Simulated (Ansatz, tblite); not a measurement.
**WF6: a ladder of methods and basis sets**

An exercise on one series of results from a longer session: the logs are not shown, and one member is left open.

Computed with Ansatz 0.2.0, Gaussian basis. Level: as each input shows.

Plan: GFN1-xTB, GFN2-xTB, PBE-D4/def2-TZVP, r2SCAN-D4/def2-TZVP, r2SCAN0-D4/def2-TZVP, PBE-QIDH/def2-TZVP, revPBE-D4/def2-TZVP, PBE-D4/def2-SVP, PBE0-D4/def2-SVP, PBE0-D4/def2-TZVPD, PBE-D4/def2-TZVPD, r2SCAN0-D4/def2-TZVPD, CCSD(T)/def2-SVP, MP2/def2-TZVP, RPA/def2-TZVP.

2 further runs of the same task are left out: 2 set aside as unsound or not needed.

### The geometry

The geometry is that of the singlet, from an earlier relaxation (PBE-D4/def2-SVP).

7 atoms, charge 0, spin multiplicity 1.

Bond lengths: W1–F2 1.861 Å, W1–F3 1.861 Å, W1–F4 1.861 Å, W1–F5 1.861 Å, W1–F6 1.861 Å, W1–F7 1.861 Å. Angles: F2–W1–F3 180.0°, F2–W1–F4 90.0°, F2–W1–F5 90.0°, F2–W1–F6 90.0°, F2–W1–F7 90.0°, F3–W1–F4 90.0°, F3–W1–F5 90.0°, F3–W1–F6 90.0°, F3–W1–F7 90.0°, F4–W1–F5 180.0°, F4–W1–F6 90.0°, F4–W1–F7 90.0°, F5–W1–F6 90.0°, F5–W1–F7 90.0°, F6–W1–F7 180.0°.

Formally the metal is d0. W takes a core potential in the def2 sets. No spin-orbit coupling is included.

PBE0-D4/def2-TZVP was run before; its log isn't repeated, and its numbers join the tables.

The first run:

Tight binding, by tblite at 300 K electronic temperature and without a spin-polarisation term:

```python
tblite.interface.Calculator('GFN1-xTB', numbers, positions, charge=0, uhf=0).singlepoint()
```

Tight binding, by tblite at 300 K electronic temperature and without a spin-polarisation term:

```python
tblite.interface.Calculator('GFN2-xTB', numbers, positions, charge=0, uhf=0).singlepoint()
```

start.molden holds the orbitals of an earlier run on this state, given as this run's starting guess.

Contents of in.yaml:

```yaml
crystal:
  periodic: [false, false, false]
  atoms:
    - {symbol: W, position_ang: [0.000014, -0.000042, -0.000046]}
    - {symbol: F, position_ang: [-0.017067, -0.009018, 1.860896]}
    - {symbol: F, position_ang: [0.017039, 0.009092, -1.860988]}
    - {symbol: F, position_ang: [1.860962, 0.005099, 0.017117]}
    - {symbol: F, position_ang: [-1.860954, -0.005055, -0.017040]}
    - {symbol: F, position_ang: [-0.005199, 1.860973, 0.008993]}
    - {symbol: F, position_ang: [0.005195, -1.861049, -0.008932]}
basis:
  gaussian: {orbitals: def2-TZVP, initial_orbitals: start.molden}
hamiltonian: {xc: pbe, dispersion: d4}
scf: {omitted_lower_state_checks: [starts]}
output: {orbitals: {seedname: orbitals}}
```

Launch:

```sh
ansatz run in.yaml --threads 2 --pin off --events-out ev --progress --plain --max-ram 32768MiB --backend cpu
```

Among the steps run: PBE-D4/def2-TZVP; r2SCAN-D4/def2-TZVP; r2SCAN0-D4/def2-TZVP; PBE-QIDH/def2-TZVP; revPBE-D4/def2-TZVP; PBE-D4/def2-SVP; PBE0-D4/def2-SVP; PBE0-D4/def2-TZVPD; PBE-D4/def2-TZVPD; r2SCAN0-D4/def2-TZVPD; CCSD(T)/def2-SVP; MP2/def2-TZVP; RPA/def2-TZVP.

One table of the session follows, with a row left open; its other results are not shown here.

It belongs to the step «Binding energy». 

```
          method  binding an atom (eV)
     HF/def2-SVP                 2.722
    HF/def2-TZVP                 2.815
    MP2/def2-SVP                 4.633
   MP2/def2-TZVP                     ?
   CCSD/def2-SVP                 4.182
CCSD(T)/def2-SVP                 4.330
```

Estimate the missing values for MP2/def2-TZVP.

The run gave: binding an atom (eV): 4.849. In the column «binding an atom (eV)» it is the highest.

Caveats from the session: Free atoms were run apart at each level; binding is atoms less cluster, divided by the number of atoms, without zero-point or spin-orbit terms.
